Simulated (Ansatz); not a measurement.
# Elastic constant C12 of some hcp solids

Method: LDA (Ansatz, a quantum-chemistry and plane-wave program, plane waves, PAW). References are measured values corrected to a static lattice or taken at low temperature (these still hold zero-point motion).

Values in GPa.

```tsv
solid	reference	LDA	error (%)
hcp Ti	87	98.6	+13.3
hcp Zr	67.2	75.5	+12.4
hcp Os	228†	252	+10.5
hcp Be	27.6	25.8	-6.5
hcp Zn	34.8	58.4	+68
hcp Mg	25.9	26.6	+2.7
hcp Y	29.1	24.9	-14.4
```

Over these 7 solids the mean error is +12.3 %, the mean absolute error 18.2 % (median 12.4 %), and the worst case hcp Zn at +68 %; the value is too high in 5 of 7 cases.

All these references are low-temperature values that still hold zero-point motion.

Spin–orbit coupling is left out, also for the solids with elements from indium on (hcp Os); its size isn't shown.

† marks references with one source in our tables, § those from which another value on file, of any temperature, differs by over 15 %.

Differences are worked out from the printed values.

Each level is taken at its own relaxed cell. Ansatz's density-functional and Hartree–Fock values are scalar-relativistic unless marked +SOC, with PAW data made under PBE.

Ansatz's runs of these crystals have no spin polarisation.

Not in this set, of the hcp solids with a reference value in our tables and a result at some level: 5 for a reference at room or unstated temperature (hcp Cd, hcp Co, hcp Re, hcp Ru, hcp Tl). These can be a level's worst cases. Values held back for tests aren't counted. Layered and molecular crystals are counted apart. The metals Ce to Yb are counted apart.

References as tabulated in Ferrari et al. (2019), arXiv:1905.01197; Clouet (2012), arXiv:1210.1082; Liu et al. (2023), arXiv:2002.00005; Elastic Constants of Single Crystal Beryllium, J. Appl. Phys., doi … and others.
